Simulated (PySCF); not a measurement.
Compound: C4H7ClO.
InChI=1S/C4H7ClO/c1-3(2)4(5)6/h3H,1-2H3

Torsions of this conformer, `[CH3:1][CH:2]([CH3:3])[C:4](=[O:5])[Cl:6]`: C1–C2–C4–O5 113°.

The closed-shell ground state was solved at several levels (PySCF, density fitting, gas phase, non-relativistic). Geometry: PBE0-D3(BJ)/def2-SVP, one conformer, isolated molecule.

```tsv
level	basis functions	HOMO (eV)	LUMO (eV)	gap (eV)	dipole (D)
PBE0/pcSseg-1	144	-8.49	-1.00	7.49	3.03
KT3/pcSseg-1	144	-7.09	-2.01	5.08	2.88
B3LYP/pcSseg-1	144	-8.21	-1.24	6.97	2.97
B97-D/pcSseg-1	144	-6.98	-2.01	4.97	2.92
mPW1PW91/pcSseg-1	144	-8.53	-1.03	7.50	3.05
```

**Question.** What might KT2/pcSseg-1 (144 basis functions) give for the same quantities?

**Answer.** HOMO -7.12 eV, LUMO -2.05 eV, gap 5.07 eV, dipole 2.93 D.

**Question.** In the pcSseg-1 basis, how does the gap go with the fixed share of exact exchange?

**Answer.** B97-D (0 %) 4.97 eV; KT2 (0 %) 5.07 eV; KT3 (0 %) 5.08 eV; B3LYP (20 %) 6.97 eV; PBE0 (25 %) 7.49 eV; mPW1PW91 (25 %) 7.50 eV. Each rise in the share widens the gap here.

**Question.** How far do the dipole and the HOMO energy spread over the levels?

**Answer.** The dipole runs from 2.88 to 3.05 D (mean 2.96 D) and the HOMO from -8.53 to -6.98 eV.
